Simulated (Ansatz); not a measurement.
# W: levels along high-symmetry lines

```
W
1.0
    -1.59227    1.59227    1.59227
     1.59227   -1.59227    1.59227
     1.59227    1.59227   -1.59227
W
1
Direct
  0.00000 0.00000 0.00000
```

Conventional cell: a = 3.185 Å, b = 3.185 Å, c = 3.185 Å, α = 90.00°, β = 90.00°, γ = 90.00°. Around W (atom 1) lie 8 W at 2.76 Å.

The structure comes from a relaxation in the same program, started in the bcc type, and has space group Im-3m. Whether it is a known phase or the ground state wasn't checked.

No spin–orbit coupling, which matters for the heavy atoms here.

Computed with DFT, PBE, all-electron LAPW, scalar-relativistic in Ansatz 0.2.0.

Settings: a Γ-centred 14×14×14 k mesh, Fermi–Dirac smearing of 0.08 eV, basis error target 0.25 meV/atom, no spin polarisation.

Points in fractions of the reciprocal vectors of this cell: Γ (0, 0, 0), H (0.5, -0.5, 0.5), N (0, 0, 0.5), P (0.25, 0.25, 0.25). The path joins them by straight lines in the order Γ–H–N–Γ–P–H–P–N; legs that retrace an earlier one aren't tabulated. Energies are in eV from the Fermi level.

Problem. List the levels at Γ between -8 and 6 eV.

Solution. -1.28 (×3), 2.14 (×2).

Problem. List the levels at N between -8 and 6 eV.

Solution. -6.23, -3.56, 0.56, 2.02, 2.98, 5.91.

Problem. List the levels at P between -8 and 6 eV.

Solution. -2.99 (×3), 3.14 (×2).

Problem. What is the band gap?

Solution. none: bands cross the Fermi level, a metal.
